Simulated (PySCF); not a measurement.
# C4H6FO+: runs on many settings

Aim: see how C4H6FO+ (`CC[C@H](F)C#[O+]`) answers to the choice of functional, basis, grid and SCF options, and what happens with inputs that are wrong on purpose.

Computed with PySCF 2.14.0, with density-fitted response routines of our own, on a single molecule in the gas phase. Atoms count from 0, in the outputs and in this text.

## 1. The molecule as given

12 atoms, charge 1, multiplicity 1; geometry from: GFN2-xTB.

Bonds of the start (Å): C0–C1 1.52, C1–C2 1.58, C2–F3 1.35, C2–C4 1.41, C4–O5 1.12, C0–H6 1.09, C0–H7 1.09, C0–H8 1.09, C1–H9 1.09, C1–H10 1.09, C2–H11 1.11.

## 2. Ultraviolet spectrum: TPSS/aug-cc-pVDZ

The job: settings as JSON, then the geometry in Å.

```
{"job": {"kind": "uv", "xc": "TPSS", "basis": "aug-cc-pVDZ", "nstates": 25, "ntriplets": 2, "tda": false, "scf": {"max_cycle": 1}}, "charge": 1, "multiplicity": 1}
C     -1.560368    -0.016785     0.111979
C     -0.202581    -0.220819    -0.541032
C      0.903375     0.306772     0.449112
F      0.848075     1.655144     0.559541
C      2.138620    -0.154051    -0.061124
O      3.027240    -0.616609    -0.552474
H     -2.325307    -0.304036    -0.607581
H     -1.681971    -0.634709     0.998207
H     -1.717597     1.025626     0.376975
H     -0.130063     0.355717    -1.464502
H     -0.033089    -1.276642    -0.756057
H      0.734865    -0.120295     1.460927
```

Method: TDDFT TPSS/aug-cc-pVDZ, vertical, gas phase, core orbitals frozen in the response.

Command:

```sh
$ OMP_NUM_THREADS=1 python probes_run.py task.json out
```

This one command runs all jobs of the session in turn.

What it wrote:

```text
final grid: 99880 points
cycle   1  E = -330.6847275977  dE =  1.106e+00  |g| = 8.837e-01  |ddm| = 8.979e+00
SCF not converged, last energy = -330.6847275977
```

Run time: 7.3 s. Hardware: 1 thread of Arm Neoverse V1, shared host; peak memory 0.47 GiB.

**What went wrong.** The cap of 1 cycle ended the SCF at a gradient of 8.8e-01. The remedy is to raise the cap. Numbers printed on the way are no properties of the molecule.

## 3. NMR shieldings: wB97X/def2-TZVP

Settings changed since step 2:

```diff
@@ -1,2 +1,2 @@
-{"job": {"kind": "uv", "xc": "TPSS", "basis": "aug-cc-pVDZ", "nstates": 25, "ntriplets": 2, "tda": false, "scf": {"max_cycle": 1}}, "charge": 1, "multiplicity": 1}
+{"job": {"kind": "nmr", "xc": "wB97X", "basis": "def2-TZVP", "pop": false, "scf": {"level_shift": 0.3}}, "charge": 1, "multiplicity": 1}
 C     -1.560368    -0.016785     0.111979
```

Method: GIAO wB97X/def2-TZVP NMR shielding, non-relativistic, gas phase.

What it wrote:

```text
final grid: 99880 points
cycle   1  E = -330.4947192121  dE =  1.583e+00  |g| = 1.158e+00  |ddm| = 2.604e+00
cycle   2  E = -330.6486234421  dE = -1.539e-01  |g| = 1.047e+00  |ddm| = 1.097e+00
cycle   3  E = -330.8055250855  dE = -1.569e-01  |g| = 2.241e-01  |ddm| = 4.131e-01
cycle   4  E = -330.8150335693  dE = -9.508e-03  |g| = 5.365e-02  |ddm| = 1.778e-01
cycle   5  E = -330.8157219901  dE = -6.884e-04  |g| = 1.531e-02  |ddm| = 9.394e-02
cycle   6  E = -330.8157888153  dE = -6.683e-05  |g| = 5.071e-03  |ddm| = 3.585e-02
cycle   7  E = -330.8158022574  dE = -1.344e-05  |g| = 2.084e-03  |ddm| = 1.655e-02
cycle   8  E = -330.8158056167  dE = -3.359e-06  |g| = 9.565e-04  |ddm| = 6.859e-03
cycle   9  E = -330.8158066435  dE = -1.027e-06  |g| = 4.582e-04  |ddm| = 3.141e-03
cycle  10  E = -330.8158069222  dE = -2.787e-07  |g| = 2.129e-04  |ddm| = 1.356e-03
cycle  11  E = -330.8158069877  dE = -6.552e-08  |g| = 9.939e-05  |ddm| = 5.554e-04
cycle  12  E = -330.8158070020  dE = -1.423e-08  |g| = 4.610e-05  |ddm| = 2.260e-04
cycle  13  E = -330.8158070050  dE = -2.987e-09  |g| = 2.023e-05  |ddm| = 9.823e-05
cycle  14  E = -330.8158070056  dE = -5.938e-10  |g| = 9.266e-06  |ddm| = 4.487e-05
level shift removed, Fock matrix diagonalised once more
converged SCF energy = -330.8158070056

GIAO shielding tensors (ppm)
atom      isotropic    diamagn.    paramagn.     s11        s22        s33       span
  0 C      175.668     242.765     -67.097    157.405    177.978    191.621     34.216
  1 C      145.170     248.118    -102.948    122.455    140.447    172.608     50.153
  2 C      111.957     242.553    -130.595     74.380    107.677    153.815     79.435
  3 F      423.272     460.818     -37.546    390.069    420.552    459.195     69.126
  4 C       33.517     271.084    -237.567    -93.082    -72.603    266.236    359.318
  5 O      -37.182     384.612    -421.794   -217.086   -156.792    262.334    479.420
  6 H       29.898      28.136       1.761     25.284     27.073     37.336     12.053
  7 H       30.505      29.136       1.369     26.461     28.046     37.008     10.546
  8 H       29.894      28.776       1.117     25.458     29.048     35.175      9.717
  9 H       28.717      30.506      -1.788     24.744     28.298     33.110      8.367
 10 H       29.226      31.670      -2.444     24.489     28.861     34.327      9.839
 11 H       25.284      27.887      -2.603     23.041     23.794     29.017      5.976
```

It took 45 s on 1 thread of Arm Neoverse V1, shared host; peak memory 1 GiB.

The references, computed at this level on geometries of the same kind, shield at (ppm): ¹H TMS 32.08, ¹³C TMS 191.5, ¹⁹F CFCl3 190.7, ¹⁷O H2O 335.1. Their shielding less the atom's gives the shift. The references are single molecules in the gas phase, so shifts against H2O, NH3, PH3, H3PO4 or CFCl3 are not on the usual liquid scales and can be off by tens of ppm. Atoms listed in one row are averaged.

| atoms | environment | σ (ppm) | δ (ppm) |
| --- | --- | --- | --- |
| C4 | acylium carbon | 33.5 | 157.9 |
| C2 | sp3 CH bonded to F | 112.0 | 79.5 |
| C1 | sp3 CH2 | 145.2 | 46.3 |
| C0 | methyl carbon | 175.7 | 15.8 |
| H11 | hydrogen on an sp3 CH bonded to F | 25.28 | 6.79 |
| H9 | hydrogen on an sp3 CH2 | 28.72 | 3.36 |
| H10 | hydrogen on an sp3 CH2 | 29.23 | 2.85 |
| H6, H7, H8 | hydrogen on a methyl carbon | 30.10 | 1.98 |
| F3 | fluorine on an sp3 carbon | 423.3 | -232.6 |
| O5 | oxygen bonded to C | -37.2 | 372.3 |

## 4. NMR shieldings: PW91/pcSseg-1

Settings changed since step 3:

```diff
@@ -1,2 +1,2 @@
-{"job": {"kind": "nmr", "xc": "wB97X", "basis": "def2-TZVP", "pop": false, "scf": {"level_shift": 0.3}}, "charge": 1, "multiplicity": 1}
+{"job": {"kind": "nmr", "xc": "PW91", "basis": "pcSseg-1", "pop": false, "scf": {"guess": "sap"}}, "charge": 1, "multiplicity": 1}
 C     -1.560368    -0.016785     0.111979
```

Level: GIAO PW91/pcSseg-1 NMR shielding, non-relativistic, gas phase.

What it wrote:

```text
final grid: 99880 points
cycle   1  E = -316.9109445917  dE =  1.093e+01  |g| = 6.182e+00  |ddm| = 1.719e+01
cycle   2  E = -253.1922894555  dE =  6.372e+01  |g| = 1.393e+01  |ddm| = 2.001e+01
cycle   3  E = -310.2015721771  dE = -5.701e+01  |g| = 7.201e+00  |ddm| = 1.155e+01
cycle   4  E = -320.1549924907  dE = -9.953e+00  |g| = 5.223e+00  |ddm| = 8.123e+00
cycle   5  E = -329.4716010069  dE = -9.317e+00  |g| = 2.475e+00  |ddm| = 4.028e+00
cycle   6  E = -330.0008890719  dE = -5.293e-01  |g| = 1.674e+00  |ddm| = 1.983e+00
cycle   7  E = -330.2458062553  dE = -2.449e-01  |g| = 1.387e+00  |ddm| = 1.691e+00
cycle   8  E = -330.5910686752  dE = -3.453e-01  |g| = 3.276e-01  |ddm| = 8.787e-01
cycle   9  E = -330.6028362363  dE = -1.177e-02  |g| = 2.785e-01  |ddm| = 3.053e-01
cycle  10  E = -330.6166682743  dE = -1.383e-02  |g| = 1.034e-01  |ddm| = 2.232e-01
cycle  11  E = -330.6192434444  dE = -2.575e-03  |g| = 1.136e-02  |ddm| = 7.560e-02
cycle  12  E = -330.6192679847  dE = -2.454e-05  |g| = 6.414e-03  |ddm| = 1.669e-02
cycle  13  E = -330.6192770795  dE = -9.095e-06  |g| = 1.416e-03  |ddm| = 5.315e-03
cycle  14  E = -330.6192776111  dE = -5.316e-07  |g| = 4.219e-04  |ddm| = 1.734e-03
cycle  15  E = -330.6192776541  dE = -4.303e-08  |g| = 4.378e-05  |ddm| = 3.568e-04
cycle  16  E = -330.6192776545  dE = -3.550e-10  |g| = 3.399e-05  |ddm| = 7.229e-05
cycle  17  E = -330.6192776547  dE = -2.117e-10  |g| = 7.823e-06  |ddm| = 2.849e-05
converged SCF energy = -330.6192776547

GIAO shielding tensors (ppm)
atom      isotropic    diamagn.    paramagn.     s11        s22        s33       span
  0 C      157.733     246.384     -88.651    130.540    161.808    180.850     50.309
  1 C      124.090     252.513    -128.422     95.538    117.698    159.034     63.496
  2 C       99.274     247.707    -148.434     59.943     93.877    144.001     84.058
  3 F      407.753     469.201     -61.447    357.078    409.371    456.810     99.732
  4 C       21.476     263.236    -241.760    -95.203    -72.993    232.623    327.827
  5 O      -62.744     396.290    -459.034   -226.338   -160.058    198.163    424.502
  6 H       29.095      27.129       1.966     24.539     26.171     36.575     12.036
  7 H       29.752      28.786       0.967     25.849     27.561     35.846      9.998
  8 H       28.918      28.612       0.307     24.752     28.318     33.685      8.932
  9 H       27.920      30.307      -2.387     24.338     27.604     31.818      7.480
 10 H       28.570      31.256      -2.686     24.243     28.412     33.056      8.813
 11 H       24.614      27.417      -2.803     22.263     23.155     28.423      6.160
```

Run time: 19 s. Hardware: 1 thread of Arm Neoverse V1, shared host; peak memory 0.59 GiB.

In short: δ C4 160.0, C2 82.2, C1 57.4, C0 23.7, H11 7.04, H9 3.73 ppm.

## 5. Shielding tensors: PBE0/6-31G*

Settings changed since step 4:

```diff
@@ -1,2 +1,2 @@
-{"job": {"kind": "nmr", "xc": "PW91", "basis": "pcSseg-1", "pop": false, "scf": {"guess": "sap"}}, "charge": 1, "multiplicity": 1}
+{"job": {"kind": "nmr", "xc": "PBE0", "basis": "6-31G*", "pop": true, "scf": {"conv": 1e-06}}, "charge": 1, "multiplicity": 1}
 C     -1.560368    -0.016785     0.111979
```

With the program's defaults for keys left out, this is: GIAO PBE0/6-31G* NMR shielding, non-relativistic, gas phase.

What it wrote:

```text
final grid: 99880 points
cycle   1  E = -330.2140761530  dE =  1.248e+00  |g| = 9.030e-01  |ddm| = 3.197e+00
cycle   2  E = -329.6057641954  dE =  6.083e-01  |g| = 2.043e+00  |ddm| = 2.018e+00
cycle   3  E = -330.3801285064  dE = -7.744e-01  |g| = 2.494e-01  |ddm| = 1.296e+00
cycle   4  E = -330.3923234098  dE = -1.219e-02  |g| = 8.818e-02  |ddm| = 2.517e-01
cycle   5  E = -330.3937135135  dE = -1.390e-03  |g| = 1.707e-02  |ddm| = 5.945e-02
cycle   6  E = -330.3937678034  dE = -5.429e-05  |g| = 4.836e-03  |ddm| = 1.796e-02
cycle   7  E = -330.3937723053  dE = -4.502e-06  |g| = 1.137e-03  |ddm| = 4.101e-03
cycle   8  E = -330.3937726288  dE = -3.236e-07  |g| = 2.734e-04  |ddm| = 1.165e-03
converged SCF energy = -330.3937726288

GIAO shielding tensors (ppm)
atom      isotropic    diamagn.    paramagn.     s11        s22        s33       span
  0 C      178.598     246.725     -68.126    158.015    180.570    197.211     39.196
  1 C      150.961     248.891     -97.931    126.068    146.791    180.023     53.955
  2 C      121.315     246.249    -124.934     86.218    117.140    160.587     74.369
  3 F      431.437     466.240     -34.803    390.571    429.827    473.914     83.343
  4 C       51.506     263.325    -211.819    -59.889    -41.017    255.423    315.312
  5 O      -12.001     393.934    -405.935   -173.487   -113.532    251.016    424.503
  6 H       30.017      27.704       2.314     25.230     27.425     37.397     12.167
  7 H       30.610      28.738       1.872     26.461     28.491     36.877     10.416
  8 H       29.955      28.482       1.472     25.435     29.375     35.054      9.619
  9 H       28.819      29.572      -0.753     24.843     28.493     33.122      8.280
 10 H       29.527      30.276      -0.749     24.940     29.341     34.299      9.359
 11 H       25.476      26.287      -0.811     23.293     23.950     29.187      5.894
```

Run time: 7.3 s. Hardware: 1 thread of Arm Neoverse V1, shared host; peak memory 0.59 GiB.

In short: δ C4 144.9, C2 75.1, C1 45.4, C0 17.8, H11 6.94, H9 3.59 ppm.

## 6. Excited states and response: BHandHLYP/pcSseg-0

Settings changed since step 5:

```diff
@@ -1,2 +1,2 @@
-{"job": {"kind": "nmr", "xc": "PBE0", "basis": "6-31G*", "pop": true, "scf": {"conv": 1e-06}}, "charge": 1, "multiplicity": 1}
+{"job": {"kind": "uv", "xc": "BHandHLYP", "basis": "pcSseg-0", "nstates": 25, "ntriplets": 5, "tda": true, "scf": {"level_shift": 0.2, "conv": 1e-08}}, "charge": 1, "multiplicity": 1}
 C     -1.560368    -0.016785     0.111979
```

With the program's defaults for keys left out, this is: TDA BHandHLYP/pcSseg-0, vertical, gas phase, core orbitals frozen in the response.

What it wrote:

```text
final grid: 99880 points
cycle   1  E = -329.5122526139  dE =  1.499e+00  |g| = 9.938e-01  |ddm| = 3.276e+00
cycle   2  E = -329.5257686534  dE = -1.352e-02  |g| = 1.194e+00  |ddm| = 2.504e+00
cycle   3  E = -329.7603743504  dE = -2.346e-01  |g| = 2.186e-01  |ddm| = 6.516e-01
cycle   4  E = -329.7704976554  dE = -1.012e-02  |g| = 5.380e-02  |ddm| = 2.486e-01
cycle   5  E = -329.7711444557  dE = -6.468e-04  |g| = 1.346e-02  |ddm| = 5.614e-02
cycle   6  E = -329.7711845553  dE = -4.010e-05  |g| = 4.372e-03  |ddm| = 2.129e-02
cycle   7  E = -329.7711909280  dE = -6.373e-06  |g| = 1.335e-03  |ddm| = 8.682e-03
cycle   8  E = -329.7711919688  dE = -1.041e-06  |g| = 4.341e-04  |ddm| = 3.420e-03
cycle   9  E = -329.7711921955  dE = -2.267e-07  |g| = 1.879e-04  |ddm| = 1.555e-03
cycle  10  E = -329.7711922424  dE = -4.691e-08  |g| = 6.955e-05  |ddm| = 6.558e-04
cycle  11  E = -329.7711922496  dE = -7.236e-09  |g| = 2.908e-05  |ddm| = 2.420e-04
level shift removed, Fock matrix diagonalised once more
converged SCF energy = -329.7711922496

Static polarisability (au): isotropic 39.326, principal 29.618 33.819 54.540

Singlet excitations
state   eV       nm        f      main configurations
  1   5.7969    213.9   0.01089   H-1->L 0.74, H-3->L 0.20
  2   6.3351    195.7   0.00416   H->L 0.92
  3   6.7116    184.7   0.00909   H-2->L 0.51, H-1->L+1 0.30
  4   6.8263    181.6   0.00075   H->L+1 0.90
  5   7.0724    175.3   0.10218   H-1->L+1 0.51, H-2->L 0.34
  6   7.2608    170.8   0.00432   H-3->L 0.58, H-1->L 0.14, H-4->L 0.14
  7   7.5372    164.5   0.14018   H-2->L+1 0.80, H-4->L 0.09
  8   7.8736    157.5   0.07209   H-4->L 0.56, H-3->L 0.12
  9   8.2816    149.7   0.08648   H-3->L+1 0.79
 10   8.8094    140.7   0.01061   H-4->L+1 0.87
 11   8.9690    138.2   0.00748   H-5->L 0.60, H-8->L 0.14
 12   9.4340    131.4   0.01134   H-8->L 0.30, H-5->L 0.25, H-6->L 0.13
 13   9.6267    128.8   0.00327   H-5->L+1 0.80
 14   9.8997    125.2   0.00704   H-6->L+1 0.25, H-7->L+1 0.23, H-9->L+1 0.19
 15   9.9342    124.8   0.05340   H-7->L+1 0.17, H-8->L+1 0.15, H-7->L 0.15
 16  10.6124    116.8   0.01460   H-6->L 0.49, H-8->L 0.32
 17  10.7290    115.6   0.03319   H-1->L+2 0.74, H-3->L+2 0.10, H->L+2 0.08
 18  10.9318    113.4   0.01585   H->L+2 0.86
 19  11.3594    109.1   0.12521   H-6->L+1 0.64, H-8->L+1 0.12
 20  11.5184    107.6   0.00738   H-2->L+2 0.82
 21  11.6342    106.6   0.00385   H-10->L 0.45, H-12->L 0.23, H-9->L 0.17
 22  11.9657    103.6   0.11816   H-7->L 0.30, H-9->L 0.23, H-10->L 0.20
 23  12.0551    102.8   0.05319   H-3->L+2 0.57, H-1->L+3 0.13, H-1->L+2 0.08
 24  12.3248    100.6   0.00397   H-9->L+1 0.33, H-10->L+1 0.18, H-12->L+1 0.18
 25  12.3746    100.2   0.01852   H-1->L+3 0.43, H-10->L+1 0.19, H-3->L+2 0.08

Triplet excitations (Tamm-Dancoff, eV): 5.4940 6.1126 6.2333 6.4342 6.7395
```

It took 7.2 s on 1 thread of Arm Neoverse V1, shared host; peak memory 0.6 GiB.

Frontier orbitals and where they lie:

| orbital | eV | atoms |
| --- | --- | --- |
| HOMO−3 | -18.40 | F3 42 %, C0 15 %, C2 11 % |
| HOMO−2 | -17.64 | C0 38 %, C1 38 % |
| HOMO−1 | -16.77 | C0 37 %, H6 19 %, C2 10 % |
| HOMO | -16.70 | C0 39 %, H7 19 %, H8 13 % |
| LUMO | -8.23 | C4 54 %, O5 30 %, F3 6 % |
| LUMO+1 | -7.60 | C4 57 %, O5 28 %, C1 7 % |
| LUMO+2 | -3.31 | C4 36 %, C2 22 %, H11 13 % |

With each of the 25 states as a Gaussian band of 0.4 eV half-width at 1/e, the curve within the window shown has maxima at 212 nm (ε 480), 164 nm (ε 8,400), 125 nm (ε 2,700), 104 nm (ε 7,800) L/(mol cm). Beyond the last state computed it falls off for lack of states. The curve at chosen wavelengths:

```json
{"nm": "100", "ε (L/mol/cm)": "3430"}
{"nm": "106", "ε (L/mol/cm)": "6972"}
{"nm": "111", "ε (L/mol/cm)": "5271"}
{"nm": "117", "ε (L/mol/cm)": "2402"}
{"nm": "122", "ε (L/mol/cm)": "2149"}
{"nm": "128", "ε (L/mol/cm)": "2145"}
{"nm": "133", "ε (L/mol/cm)": "968"}
{"nm": "139", "ε (L/mol/cm)": "1072"}
{"nm": "144", "ε (L/mol/cm)": "2364"}
{"nm": "150", "ε (L/mol/cm)": "4901"}
{"nm": "155", "ε (L/mol/cm)": "6301"}
{"nm": "161", "ε (L/mol/cm)": "8053"}
{"nm": "166", "ε (L/mol/cm)": "8313"}
{"nm": "172", "ε (L/mol/cm)": "7024"}
{"nm": "177", "ε (L/mol/cm)": "5378"}
{"nm": "183", "ε (L/mol/cm)": "3013"}
{"nm": "188", "ε (L/mol/cm)": "1507"}
{"nm": "194", "ε (L/mol/cm)": "647"}
{"nm": "199", "ε (L/mol/cm)": "433"}
{"nm": "205", "ε (L/mol/cm)": "428"}
{"nm": "210", "ε (L/mol/cm)": "470"}
{"nm": "216", "ε (L/mol/cm)": "452"}
{"nm": "221", "ε (L/mol/cm)": "361"}
{"nm": "227", "ε (L/mol/cm)": "220"}
{"nm": "232", "ε (L/mol/cm)": "123"}
{"nm": "238", "ε (L/mol/cm)": "51"}
```

Ground-state properties from the same run:

| property | computed |
| --- | --- |
| polarisability (Å³) | 5.83 |
| HOMO–LUMO gap (eV) | 8.48 |
| −ε(HOMO) (eV) | 16.70 |

## 7. Run by run: NMR shifts

Shifts (ppm) of some atoms, chosen among heavy atoms and hydrogens apart, means over like atoms, with basis size and wall time:

| run | C4 | C1 | C0 | H9 | H6 | F3 | O5 | functions | time |
| --- | --- | --- | --- | --- | --- | --- | --- | --- | --- |
| wB97X/def2-TZVP | 157.9 | 46.3 | 15.8 | 3.36 | 1.98 | -232.6 | 372.3 | 222 | 45 s |
| PW91/pcSseg-1 | 160.0 | 57.4 | 23.7 | 3.73 | 2.40 | -270.3 | 398.9 | 132 | 19 s |
| PBE0/6-31G* | 144.9 | 45.4 | 17.8 | 3.59 | 2.22 | -238.9 | 338.0 | 96 | 7.3 s |

## 8. Outcome

| quantity | value |
| --- | --- |
| ¹³C shifts against TMS (wB97X/def2-TZVP) | 157.9, 79.5, 46.3, 15.8 ppm |
| ¹H shifts against TMS (wB97X/def2-TZVP, means over atoms taken as alike) | 6.79, 3.36, 2.85, 1.98 ppm |
| ¹⁹F shifts against CFCl3 (wB97X/def2-TZVP) | -232.6 ppm |
| ¹⁷O shifts against H2O (wB97X/def2-TZVP) | 372.3 ppm |
| lowest singlet (BHandHLYP/pcSseg-0) | 5.80 eV (214 nm), f = 0.011 |
| brightest single state of those computed | state 7, 7.54 eV, f = 0.140 |
| lowest triplet | 5.49 eV |
| range of the shift of O5 | 338.0 to 398.9 ppm |
| property runs in this session | 5, of which 1 failed and 0 gave unsound results |

In words: Single values in the summary come from the first run of each kind that ended normally (BHandHLYP/pcSseg-0; wB97X/def2-TZVP), which need not be the best level. At wB97X/def2-TZVP: The largest span, 479 ppm, is at O5, where the paramagnetic term is -422 ppm. The lowest singlet, at 5.80 eV, is HOMO−1→LUMO 0.74, HOMO−3→LUMO 0.20 and is weak; of the 25 states computed, the strongest absorption comes from state 7 at 7.54 eV. The lowest triplet lies 0.30 eV below the lowest singlet. The basis of BHandHLYP/pcSseg-0 has no diffuse functions, so Rydberg states are missing and the high states are unreliable. In ppm, O5 moves most: its shift spreads over 60.9 ppm, from 338.0 (PBE0/6-31G*) to 398.9 (PW91/pcSseg-1).
